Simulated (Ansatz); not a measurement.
CH₂O, singlet: a pair in one relaxed arrangement.

in.yaml

```yaml
crystal:
  periodic: [false, false, false]
  atoms:
    - {symbol: C, position_ang: [0.105902, 0.114833, -1.458660]}
    - {symbol: O, position_ang: [0.272947, 0.103197, -2.569281]}
    - {symbol: H, position_ang: [-0.208232, -0.147453, 2.384769]}
    - {symbol: H, position_ang: [-0.170616, -0.070477, 1.643171]}
basis:
  gaussian: {orbitals: "def2-TZVPPD.json"}
hamiltonian: {xc: pbe, dispersion: d4}
```

The basis file named in the input lies beside it (Basis Set Exchange, JSON).

Run by:

```bash
ansatz run in.yaml --threads 2 --pin off --events-out ev --progress --plain --max-ram 5222MiB
```

The run's output (Ansatz 0.2.0):

```
Functional definition: PBE
  name "PBE"
  cite "Perdew, Burke & Ernzerhof, Phys. Rev. Lett. 77, 3865 (1996) doi:10.1103/PhysRevLett.77.3865"
  parent pbe
  parameter kappa = 0.804
  parameter beta = 0.06672455060314922
  exchange = pbe_x(kappa = kappa, mu = beta*pi^2/3)
  correlation = pbe_c(beta = beta)
476 factors; their error is unknown
mean field evaluation 1: about -3110.4594 eV, gradient 3.9e1 eV
mean field evaluation 2: about -3102.1107 eV, gradient 8.0e1 eV
mean field evaluation 4: about -3113.0088 eV, gradient 1.8e0 eV
mean field evaluation 8: about -3113.0106 eV, gradient 3.3e-2 eV
mean field -3113.01059658 eV, -114.4010293498 hartree, gradient 3.0e-5 eV, S^2 0.000000; 0 other end points of the search recorded, 0 dependent functions left out
reference -3113.01064086 eV, -114.4010309771 hartree; 8, 8 occupied and 103, 103 virtual orbitals, 476 factors
Total energy: -3113.02831389 eV, -114.4016804489 hartree
```

Hardware: 2 CPU threads, shared host. Wall time about 0.45 s.
